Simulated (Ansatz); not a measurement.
## Ansatz (development build ahead of 0.2.0) run

```yaml
crystal:
  periodic: [false, false, false]
  atoms:
    - { symbol: Mg, position_ang: [0.0, 0.0, 0.0] }
    - { symbol: F, position_ang: [0.0, 0.0, 1.75] }
basis:
  gaussian: { orbitals: def2-SVP }
magnetization:
  spin_polarized: true
  initial_magnetization: 1
hamiltonian:
  xc: hf
correlation:
  method: ccsd_t
  frozen_orbitals: { F: 1, Mg: 1 }
scf:
  omitted_lower_state_checks: [starts, atomic_configurations, cluster_reference, orbital_swaps, given_window_search, neighbouring_geometries, increment]
```

The input is written out in the form of the current development build from the run's settings.

The run gave:

```
Converged          : yes
Reference energy   : -298.94487 hartree
Correlation energy : -0.21614 hartree
Total energy       : -299.16101 hartree
Stability test     : minimum
```
